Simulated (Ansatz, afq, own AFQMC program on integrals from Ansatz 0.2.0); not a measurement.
## Se, triplet in 6-31G, levels against full CI

A free Se atom.

Basis 6-31G. Noble-gas cores (and the filled d shells of Ga–Kr and In–Xe) are frozen. Integrals, coupled cluster, full CI and functionals: Ansatz 0.2.0; the random walks run on the same integrals in our own AFQMC program. The CISD trial takes its coefficients from CCSD amplitudes. Released means that phaseless walkers are propagated on without the constraint, phases kept. Free AFQMC starts from the CCSD state and is never constrained. Its projection time is finite, and what remains of the start isn't in its error. ± is one standard error of the sampling. No spin–orbit coupling.

Determinant: UHF, the one that the program's search chose, which needn't be the lowest solution.

Full CI on the same integrals is exact in this basis and with this determinant's frozen core.

Cautions: no relativity below Rb; no spin-orbit coupling; inner d shell frozen.

```
T1 diagnostic                               : 0.0045
weight of the determinant in the CISD state : 0.986
⟨S²⟩ of the determinant                     : 2.001
size of the correlated space                : 6 electrons in 15 orbitals
```

```csv
level,correlation energy (eV)
MP2,-0.5421
CCSD,-0.6747
CCSD(T),-0.6810
```

Estimate where AFQMC with the constraint released lies against CCSD(T) on the same integrals.

0.03 ± 0.002 kcal/mol below CCSD(T).

Reference: full CI, correlation energy -0.682 eV. The released energy is read at 1.50 1/Eh (meV from the phaseless value at times in 1/Eh: 0.00 ± 0.17 at 0.24, 0.03 ± 0.14 at 0.50, 0.02 ± 0.10 at 1.00, -0.03 ± 0.11 at 1.50).

| level | E − E(reference) (kcal/mol) | share of correlation (%) |
| --- | --- | --- |
| CCSD(T) | 0.03 | 99.81 |
| CCSDT | -0.01 | 100.05 |
| CCSDT(Q) | 0.00 | 100.02 |
| CCSDTQ | 0.00 | 100.01 |
| ph-AFQMC/HF | 0.13 ± 0.09 | 99.14 |
| ph-AFQMC/CISD | 0.00 ± 0.006 | 100.00 |
| released AFQMC | 0.00 ± 0.002 | 100.00 |
| free AFQMC | 0.00 ± 0.002 | 100.00 |

CCSDT and higher add their correlation energy to the determinant of the CCSD(T) run, since their own runs factorise the integrals more tightly (a shift of under 2 meV). Free projections are given only where their last times agree within the noise and don't stop above the reference; a slow remainder of the start can still hide under it. A walk keeps the symmetry of its determinant, which the program's search chose and which needn't be the lowest solution, so a lower state of the same spin and another symmetry isn't excluded. Released energies are given only where the last usable release times agree within the noise; a slower fall can still hide under it.
